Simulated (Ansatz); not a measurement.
A calculation with Ansatz (development build ahead of 0.2.0).

```yaml
crystal:
  periodic: [false, false, false]
  atoms:
    - { symbol: C, position_ang: [-0.00294, -0.04577, -0.63169] }
    - { symbol: "N", position_ang: [0.02494, -0.09822, 0.64852] }
    - { symbol: H, position_ang: [0.03521, 0.9194, 1.05973] }
    - { symbol: H, position_ang: [-0.01589, -0.99793, -1.18671] }
    - { symbol: H, position_ang: [-0.0394, 0.88134, -1.23218] }
basis:
  gaussian: { orbitals: STO-3G }
hamiltonian:
  xc: hf
correlation:
  method: mp2
  frozen_orbitals: { C: 1, H: 0, "N": 1 }
```

The input is written out in the form of the current development build from the run's settings.

Results

| Quantity | Value |
| --- | --- |
| Converged | yes |
| Reference energy | -92.82034 hartree |
| Correlation energy | -0.12600 hartree |
| Total energy | -92.94634 hartree |
| Spin squared of the determinant | 0.000 |
